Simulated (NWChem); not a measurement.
System: ethanethiol (C₂H₆S); SMILES SCC

Output (shortened):

```
             Northwest Computational Chemistry Package (NWChem) 7.3.0
             --------------------------------------------------------

                             Geometry "geometry" -> ""
                             -------------------------

 Output coordinates in angstroms (scale by  1.889725989 to convert to a.u.)

  No.       Tag          Charge          X              Y              Z
 ---- ---------------- ---------- -------------- -------------- --------------
    1 C                    6.0000     0.36820600    -1.62939400    -0.05844500
    2 C                    6.0000    -0.63201200    -0.49451300     0.04306900
    3 S                   16.0000     0.10027600     1.16951700    -0.07079100
    4 H                    1.0000    -0.14564300    -2.60442400    -0.04148900
    5 H                    1.0000     1.07844500    -1.61192200     0.78309900
    6 H                    1.0000     0.95091700    -1.56030800    -0.98886800
    7 H                    1.0000    -1.34665300    -0.52606500    -0.79445900
    8 H                    1.0000    -1.22932100    -0.56355500     0.96539200
    9 H                    1.0000     0.83359000     1.09623800     1.06150800

 Effective nuclear repulsion energy (a.u.)     107.0574005825

                                 NWChem DFT Module
                                 -----------------

 Summary of "ao basis" -> "ao basis" (spherical)
 ------------------------------------------------------------------------------
       Tag                 Description            Shells   Functions and Types
 ---------------- ------------------------------  ------  ---------------------
 C                        aug-pcseg-1                9       23   4s3p2d
 S                        aug-pcseg-1               11       27   5s4p2d
 H                        aug-pcseg-1                5        9   3s2p

 in cosmo_initialize ...
 calling solv_data for solv:h2o

 solvent parameters
 solvname_short: h2o
 solvname_long:  water
 dielec:       78.4000
 dielecinf:     1.7769
 aqueous SMD model solvent descriptors
 dielec:       78.4000
 sola:          0.8200

          ---------------
          -cosmo- solvent
          ---------------
 Cosmo: York-Karplus, doi: 10.1021/jp992097l
 dielectric constant -eps-     =  78.40
 screen = (eps-1)/(eps    )    =   0.98724
 surface charge correction     = lagrangian

   van der Waals surface
 --------------------------

 ---------- ATOMIC COORDINATES (A.U.) ------------ VDWR(ANG.) --
     1    0.69580845   -3.07910819   -0.11044504     1.850
     2   -1.19432950   -0.93449407    0.08138861     1.850
     3    0.18949416    2.21006667   -0.13377559     2.490
     4   -0.27522536   -4.92164772   -0.07840284     1.200
     5    2.03796554   -3.04609089    1.47984253     1.200
     6    1.79697257   -2.94855458   -1.86868956     1.200
     7   -2.54480517   -0.99411870   -1.50130982     1.200
     8   -2.32307984   -1.06496453    1.82432635     1.200
     9    1.57525669    2.07158944    2.00595925     1.200
 number of segments per atom =        128
 number of   points per atom =        128
 atom (   nspa,  nppa )
 ----------------------
    1 (     56,     0 )       0
    2 (     27,     0 )       0
    3 (    105,     0 )       0
    4 (     54,     0 )       0
    5 (     55,     0 )       0
    6 (     54,     0 )       0
    7 (     50,     0 )       0
    8 (     51,     0 )       0
    9 (     20,     0 )       0
 number of -cosmo- surface points =      472
 molecular surface =    114.411 angstrom**2
 molecular volume  =     95.892 angstrom**3
 -lineq- algorithm             =   0
 -bem- low  level              =   3
 -bem- from -octahedral-
 gaussian surface charge width =   4.50000
 degree of switching           =   1.00000
 switching function tolerance  =   0.00010
 atomic radii =
 --------------
    1  6.000  1.850
    2  6.000  1.850
    3 16.000  2.490
    4  1.000  1.200
    5  1.000  1.200
    6  1.000  1.200
    7  1.000  1.200
    8  1.000  1.200
    9  1.000  1.200
 ...... end of -cosmo- initialization ......

 nat:                     9
 ixmem:                  4523
 calling mnsol_interface()
 G(SMD-CDS) energy (kcal/mol)  =     1.982
 SMD-CDS SASA (angstrom**2)    =   123.676

            General Information
            -------------------
          SCF calculation type: DFT
          Wavefunction type:  closed shell.
          No. of atoms     :     9
          No. of electrons :    34
           Alpha electrons :    17
            Beta electrons :    17
          Charge           :     0
          Spin multiplicity:     1
          Use of symmetry is: off; symmetry adaption is: off
          Maximum number of iterations: 150
          AO basis - number of functions:   127
                     number of shells:    59
          Convergence on energy requested:  1.00D-06
          Convergence on density requested:  1.00D-05
          Convergence on gradient requested:  5.00D-04

              XC Information
              --------------
                       M06-2X Method XC Functional
                     Hartree-Fock (Exact) Exchange  0.540
                        M06-2X Exchange Functional  1.000
                      M06-2X Correlation Potential  1.000

             Grid Information
             ----------------
          Grid used for XC integration:  medium
          Radial quadrature: Mura-Knowles
          Angular quadrature: Lebedev.
          Tag              B.-S. Rad. Rad. Pts. Rad. Cut. Ang. Pts.
          ---              ---------- --------- --------- ---------
          C                   0.70       49          14.0       434
          S                   1.00       88          15.0       590
          H                   0.35       45          15.0       434
          Grid pruning is: on
          Number of quadrature shells:   456
          Spatial weights used:  Erf1

      Superposition of Atomic Density Guess
      -------------------------------------

 Sum of atomic energies:        -475.73811211

      Non-variational initial energy
      ------------------------------

 Total energy =    -477.409931
 1-e energy   =    -865.213170
 2-e energy   =     280.745839
 HOMO         =      -0.295509
 LUMO         =       0.015450

   convergence    iter        energy       DeltaE   RMS-Dens  Diis-err
 ---------------- ----- ----------------- --------- --------- ---------
     COSMO gas phase
 d= 0,ls=0.0,diis     1   -477.8921269633 -5.85D+02  7.31D-03  1.81D-01
 d= 0,ls=0.0,diis     2   -477.9143793157 -2.23D-02  2.57D-03  3.50D-02
 d= 0,ls=0.0,diis     3   -477.9171241632 -2.74D-03  9.75D-04  8.95D-03
 d= 0,ls=0.0,diis     4   -477.9183441538 -1.22D-03  3.86D-04  3.19D-04
 d= 0,ls=0.0,diis     5   -477.9183909878 -4.68D-05  1.14D-04  1.51D-05
  Resetting Diis
 d= 0,ls=0.0,diis     6   -477.9183940558 -3.07D-06  1.61D-05  1.28D-06
 d= 0,ls=0.0,diis     7   -477.9183942378 -1.82D-07  8.39D-06  8.32D-08

   convergence    iter        energy       DeltaE   RMS-Dens  Diis-err
 ---------------- ----- ----------------- --------- --------- ---------
     COSMO solvation phase
 d= 0,ls=0.0,diis     1   -477.9196340544 -1.24D-03  2.10D-03  1.62D-03
 d= 0,ls=0.0,diis     2   -477.9202813996 -6.47D-04  4.36D-04  3.08D-04
 d= 0,ls=0.0,diis     3   -477.9203436588 -6.23D-05  2.54D-04  7.40D-05
 d= 0,ls=0.0,diis     4   -477.9203587630 -1.51D-05  5.41D-05  6.84D-06
 d= 0,ls=0.0,diis     5   -477.9203599676 -1.20D-06  1.19D-05  5.56D-07
 d= 0,ls=0.0,diis     6   -477.9203600608 -9.32D-08  4.33D-06  3.14D-08

         Total DFT energy =     -477.920360060765
      One electron energy =     -868.533211173648
           Coulomb energy =      322.315571364837
    Exchange-Corr. energy =      -38.684930233119
 Nuclear repulsion energy =      107.057400582451

             COSMO energy =       -0.075190601286

 Numeric. integr. density =       34.000009511583

                                COSMO-SMD solvation results
                                ---------------------------

             internal energy in gas <Psi(g)|H|Psi(g)> =      -477.918394237765
         internal energy in solvent <Psi(s)|H|Psi(s)> =      -477.917476430752
                               delta internal energy  =         0.000917807013 (    0.58 kcal/mol)
   total free energy in solvent <Psi(s)|H+V/2|Psi(s)> =      -477.923518824646
 polarization energy contribution <Psi(s)|V/2|Psi(s)> =        -0.006042393894 (   -3.79 kcal/mol)
    total free energy in solvent including G(SMD-CDS) =      -477.920360060765
                       G(SMD-CDS) energy contribution =         0.003158763881 (    1.98 kcal/mol)
     1 M fixed-concentration free energy of solvation =        -0.001965823000 (   -1.23 kcal/mol)

                       DFT Final Molecular Orbital Analysis
                       ------------------------------------

 Vector   15  Occ=2.000000D+00  E=-4.053233D-01
              MO Center= -8.7D-02, -7.9D-01,  3.2D-02, r^2= 2.8D+00
   Bfn.  Coefficient  Atom+Function         Bfn.  Coefficient  Atom+Function
  ----- ------------  ---------------      ----- ------------  ---------------
   101      0.304092  7 H  s                 83      0.282617  5 H  s
    30     -0.242956  2 C  pz                 7      0.228341  1 C  pz
    28     -0.182577  2 C  px                55      0.179405  3 S  px
    33     -0.177737  2 C  pz                 5      0.169180  1 C  px
    10      0.155482  1 C  pz                56      0.147946  3 S  py

 Vector   16  Occ=2.000000D+00  E=-3.786926D-01
              MO Center= -3.4D-02,  3.8D-01, -7.3D-02, r^2= 3.3D+00
   Bfn.  Coefficient  Atom+Function         Bfn.  Coefficient  Atom+Function
  ----- ------------  ---------------      ----- ------------  ---------------
    56      0.456252  3 S  py                50      0.292370  3 S  s
    57     -0.292011  3 S  pz                29     -0.231975  2 C  py
     6      0.180548  1 C  py                74     -0.181302  4 H  s
    32     -0.174202  2 C  py                53     -0.171717  3 S  py
    49      0.168370  3 S  s                110      0.168230  8 H  s

 Vector   17  Occ=2.000000D+00  E=-2.981280D-01
              MO Center=  7.6D-02,  9.7D-01, -2.0D-02, r^2= 2.1D+00
   Bfn.  Coefficient  Atom+Function         Bfn.  Coefficient  Atom+Function
  ----- ------------  ---------------      ----- ------------  ---------------
    55      0.545650  3 S  px                57     -0.375302  3 S  pz
    58      0.298413  3 S  px                56     -0.273314  3 S  py
    52     -0.199338  3 S  px                60     -0.198242  3 S  pz
     4     -0.189364  1 C  s                 27      0.184747  2 C  s
    59     -0.167665  3 S  py                54      0.136910  3 S  pz

 Vector   18  Occ=0.000000D+00  E=-4.967848D-03
              MO Center= -1.6D-01, -1.6D-01,  2.8D-01, r^2= 1.9D+01
   Bfn.  Coefficient  Atom+Function         Bfn.  Coefficient  Atom+Function
  ----- ------------  ---------------      ----- ------------  ---------------
    51      1.974758  3 S  s                  4      1.345504  1 C  s
   112     -0.843235  8 H  s                121     -0.831639  9 H  s
   103     -0.666724  7 H  s                 76     -0.587709  4 H  s
    34     -0.511677  2 C  px                94     -0.473764  6 H  s
    62     -0.437490  3 S  py               120     -0.421514  9 H  s

 Vector   19  Occ=0.000000D+00  E= 1.012211D-02
              MO Center= -5.4D-02,  1.7D-01,  2.3D-01, r^2= 2.3D+01
   Bfn.  Coefficient  Atom+Function         Bfn.  Coefficient  Atom+Function
  ----- ------------  ---------------      ----- ------------  ---------------
   103      2.017579  7 H  s                121     -1.886203  9 H  s
    51      1.726562  3 S  s                 76      1.695751  4 H  s
    27     -1.257326  2 C  s                  4     -1.184933  1 C  s
    85     -1.069141  5 H  s                 94     -0.905929  6 H  s
    34      0.817595  2 C  px                11      0.744059  1 C  px

 Vector   20  Occ=0.000000D+00  E= 1.305297D-02
              MO Center=  4.5D-01, -1.3D+00, -1.3D-01, r^2= 2.3D+01
   Bfn.  Coefficient  Atom+Function         Bfn.  Coefficient  Atom+Function
  ----- ------------  ---------------      ----- ------------  ---------------
   112      2.903806  8 H  s                 94     -2.563534  6 H  s
     4      1.240786  1 C  s                 85     -1.115687  5 H  s
    34      1.100665  2 C  px                11      0.849069  1 C  px
    36     -0.830786  2 C  pz               121      0.781861  9 H  s
    76     -0.695824  4 H  s                 51     -0.654441  3 S  s

     Multipole analysis of the density
     ---------------------------------

     L   x y z        total         alpha         beta         nuclear
     -   - - -        -----         -----         ----         -------
     0   0 0 0     -0.000000    -17.000000    -17.000000     34.000000

     1   1 0 0     -0.124203     -0.216034     -0.216034      0.307865
     1   0 1 0     -0.831674     -0.603670     -0.603670      0.375666
     1   0 0 1      0.392255      0.422638      0.422638     -0.453022

     2   2 0 0    -20.644609    -27.247451    -27.247451     33.850293
     2   1 1 0      1.160106      1.251130      1.251130     -1.342155
     2   1 0 1      1.467482      0.247774      0.247774      0.971933
     2   0 2 0    -22.072555   -105.478576   -105.478576    188.884598
     2   0 1 1      0.701829     -0.622522     -0.622522      1.946873
     2   0 0 2    -19.947993    -17.820656    -17.820656     15.693320
```

Level: M06-2X/aug-pcseg-1, SMD on the gas-phase geometry. All runs use the structure optimised with PBE0/def2-SVP. Solvent: water.

**Question.** Which NWChem input produces such a log?

**Answer.** This is not unique; one that fits is the input that was run:
```
start job
memory heap 200 mb stack 900 mb global 1100 mb
geometry units angstroms noautosym nocenter noautoz
  C      0.368206    -1.629394    -0.058445
  C     -0.632012    -0.494513     0.043069
  S      0.100276     1.169517    -0.070791
  H     -0.145643    -2.604424    -0.041489
  H      1.078445    -1.611922     0.783099
  H      0.950917    -1.560308    -0.988868
  H     -1.346653    -0.526065    -0.794459
  H     -1.229321    -0.563555     0.965392
  H      0.833590     1.096238     1.061508
end
basis spherical
  * library aug-pcseg-1
end
dft
  xc m06-2x
  iterations 150
end
cosmo
  do_cosmo_smd true
  solvent water
end
task dft energy
```
